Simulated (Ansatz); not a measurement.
This geometry of BH4N + FH (8 atoms, charge 0, multiplicity 1) is a first-order saddle point.

Theory: RKS PBE0-D4/def2-SVP in Ansatz.

```xyz
8
Properties=species:S:1:pos:R:3
B -0.008 0.091 0.252
N -0.012 0.065 1.756
H -0.798 -0.379 2.220
H 0.859 -0.158 2.228
H 1.070 -0.013 -0.279
H -1.015 -0.294 -0.290
F -0.248 1.861 0.379
H -0.193 1.427 1.338
```

Which two structures does it join? (They come from a converged band through this point; their orientation in space is the band's.)

Bonds broken: F7–H8. Bonds formed: B1–F7, N2–H8. BH4N + FH becomes BFH5N.

First end point:

```xyz
8
Properties=species:S:1:pos:R:3
B 0.039 -0.299 0.230
N 0.019 -0.155 1.627
H -0.813 -0.332 2.179
H 0.868 -0.112 2.180
H 1.097 -0.214 -0.341
H -1.003 -0.491 -0.343
F -0.331 2.520 0.836
H -0.223 1.682 1.236
```

Last end point:

```xyz
8
Properties=species:S:1:pos:R:3
B 0.025 0.393 0.104
N -0.117 0.216 1.746
H -0.347 -0.747 1.992
H 0.757 0.470 2.209
H 0.937 -0.377 -0.191
H -1.084 0.075 -0.318
F 0.336 1.741 -0.045
H -0.852 0.827 2.108
```

How far does it lie above each of them?

0.35 eV above the first and 1.34 eV above the second. This is the barrier of this one path; another mechanism may lie lower. The orbitals stay closed-shell, which can raise the energy where a bond breaks towards radicals; this wasn't checked here.

The run took 3.2 min on 1 thread of Arm Neoverse V2, with other jobs on the host, peak memory 0.12 GiB.
